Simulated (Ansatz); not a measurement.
# CHS₂ radical (SMILES S=[C]S): functionals against CCSD(T) at one geometry

The task here is to estimate one member of a computed series from the others.

Program: Ansatz 0.2.0, Gaussian basis. Level of theory: single points in def2-TZVPP. These are calculated values, not measurements.

Cores are frozen in the correlated methods. Orbitals are unrestricted.

### Where the work starts

SMILES `S=[C]S`, 4 atoms, charge 0, spin multiplicity 2.

Atoms are counted from 1 here; the program's logs count them from 0.

Bond lengths: S1–C2 1.629 Å, C2–S3 1.584 Å, S3–H4 1.245 Å. Angles: S1–C2–S3 129.9°, C2–S3–H4 93.2°.

Coordinates:

```xyz
4
charge 0, multiplicity 2
S     0.9144    0.0703    1.7724
C     0.0731   -0.2530    0.4159
S    -0.1207    0.6209   -0.8914
H    -0.7718   -0.2668   -1.4727
```

The first run:

File run/in.yaml:

```yaml
crystal:
  periodic: [false, false, false]
  atoms:
    - {symbol: S, position_ang: [0.914400, 0.070300, 1.772400]}
    - {symbol: C, position_ang: [0.073100, -0.253000, 0.415900]}
    - {symbol: S, position_ang: [-0.120700, 0.620900, -0.891400]}
    - {symbol: H, position_ang: [-0.771800, -0.266800, -1.472700]}
basis:
  gaussian: {orbitals: def2-TZVPP}
magnetization: {spin_polarized: true, initial_magnetization: 1}
correlation: {method: ccsd_t}
scf: {omitted_lower_state_checks: [cluster_reference]}
output: {forces: true}
```

No record of the launch command was kept for these runs.

Steps of the session up to this table: CCSD(T)/def2-TZVPP; PBE0-D4/def2-TZVPP; wB97M-V/def2-TZVPP; r2SCAN-D4/def2-TZVPP; PBE-D4/def2-TZVPP; SPW92/def2-TZVPP; r2SCAN0-D4/def2-TZVPP.

One table of the session follows, with a row left open; its other results are not shown here.

```
    method  RMS force component (eV/Å)  angle to CCSD(T) forces (°)  dipole (D)
   CCSD(T)                       2.191                    reference        2.09
   PBE0-D4                       2.136                          7.9        2.28
   wB97M-V                       2.176                          7.2        2.24
 r2SCAN-D4                       2.094                          6.1        2.32
    PBE-D4                       2.132                          7.0        2.17
     SPW92                           ?                            ?           ?
r2SCAN0-D4                       2.121                          9.6        2.39
```

Q: Estimate the row for SPW92 from the others.

As computed: RMS force component (eV/Å): 2.105; angle to CCSD(T) forces (°): 11.5; dipole (D): 2.19. In the column «RMS force component (eV/Å)» it lies between r2SCAN-D4 (2.094) and r2SCAN0-D4 (2.121).
